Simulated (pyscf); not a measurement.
Addition across a multiple bond or ene-type step: `[BH]=[O]` + `[CH4]` → `[CH3][BH][OH]`

Gas phase, singlet surface, charge 0. Bonds broken: C4–H5. Bonds formed: B1–C4, O2–H5. PySCF, gas phase, ωB97X-D3(BJ)/def2-SVP geometries. MP2 and CC: frozen core, UHF for open shells. ΔMP2 is the change of the MP2 total energy from the triple- to the quadruple-zeta basis.

Transition state (Å):

```xyz
8

B      0.4657     0.5162     0.0924
O      0.4936     0.5044    -1.1916
H      1.0225     1.0402     1.0306
C     -0.8270    -0.6215     0.6843
H     -0.4165    -0.2902    -0.5456
H     -0.2281    -1.2862     1.3227
H     -1.5218    -1.2584     0.1034
H     -1.4375     0.0682     1.2840
```

One imaginary mode, 1665i cm⁻¹; descent along it reached the two sides named.

```json
[
 {"bond": "C4–H5", "change": "breaks", "reactant side (Å)": "1.099", "saddle": "1.338", "product side": "2.6"},
 {"bond": "B1–C4", "change": "forms", "reactant side (Å)": "3.4", "saddle": "1.821", "product side": "1.579"},
 {"bond": "O2–H5", "change": "forms", "reactant side (Å)": "3.0", "saddle": "1.370", "product side": "0.965"}
]
```

Electronic energies relative to the separated reactants (kcal/mol):

| level | barrier | reaction energy | reverse barrier |
|---|---|---|---|
| ωB97X-D3(BJ)/def2-TZVP | 50.5 | -12.8 | 63.3 |
| PBE/def2-TZVP | 43.6 | -10.7 | 54.4 |
| r²SCAN/def2-TZVP | 45.8 | -12.4 | 58.1 |
| B3LYP-D3(BJ)/def2-TZVP | 51.8 | -9.6 | 61.5 |
| PBE0-D3(BJ)/def2-TZVP | 45.0 | -15.1 | 60.1 |
| M06-2X/def2-TZVP | 49.7 | -13.2 | 62.9 |
| ωB97M-D3(BJ)/def2-TZVP | 50.9 | -11.1 | 62.0 |
| HF/def2-TZVP | 68.6 | -10.3 | 78.9 |
| MP2/def2-QZVPP | 51.4 | -9.4 | 60.8 |
| CCSD/def2-TZVPP | 55.4 | -11.4 | 66.8 |
| CCSD(T)/def2-TZVPP | 53.1 | -10.5 | 63.7 |
| CCSD(T)/def2-TZVPP + ΔMP2(QZVPP) | 52.8 | -10.7 | 63.5 |

With CCSD(T)/def2-TZVPP + ΔMP2(QZVPP) energies and thermal terms (ideal gas, 1 atm, RRHO with modes under 100 cm⁻¹ raised to 100, one conformer, R ln 2 for rigid chiral ones), in kcal/mol:

```json
[
 {"T (K)": "298", "ΔH‡": "50.9", "ΔG‡": "59.6", "ΔH": "-8.7", "ΔG": "-0.4"},
 {"T (K)": "600", "ΔH‡": "51.0", "ΔG‡": "68.5", "ΔH": "-8.5", "ΔG": "+8.0"},
 {"T (K)": "900", "ΔH‡": "51.5", "ΔG‡": "77.1", "ΔH": "-7.7", "ΔG": "+16.1"},
 {"T (K)": "1200", "ΔH‡": "52.0", "ΔG‡": "85.6", "ΔH": "-6.9", "ΔG": "+24.0"}
]
```

At the saddle there is also a short B–H contact that neither side keeps. One saddle was located; it need not be the lowest between these sides. The CCSD(T) − MP2 part came from Ansatz, without density fitting, on the same reference.
